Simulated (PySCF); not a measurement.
# Argon: a sound run and one with changed settings

Sound run: Ar [Ar], Ar⁺ [Ne] 3s2 3p5. Computed with PySCF 2.14 in cc-pV(T+d)Z (5s4p3d1f, 39 functions), with no relativity, point nucleus. In the sound run the correlated levels freeze [Ne]. The sound run starts from symmetry-adapted Hartree-Fock orbitals and uses a fine grid where one is needed.

Changed run: initial guess atom, at most 5 SCF cycles. This setting is unsound on purpose.

| species | method | sound run (hartree) | changed run (hartree) | converged |
| --- | --- | --- | --- | --- |
| Ar | UHF | -526.81313 | -526.81313 | yes |
| Ar | PBE | -527.33667 | -527.33667 | no |
| Ar | PBE0 | -527.38118 | -527.38118 | yes |
| Ar | MP2 | -527.02018 | -527.02018 | yes |
| Ar | CCSD(T) | -527.04546 | -527.04546 | yes |
| Ar⁺ | UHF | -526.27765 | -526.27765 | no |
| Ar⁺ | PBE | -526.75973 | -526.75973 | no |
| Ar⁺ | PBE0 | -526.80348 | -526.80348 | no |

The SCF was stopped early; the energies are upper bounds that still move, and correlated levels were skipped or rest on poor orbitals.
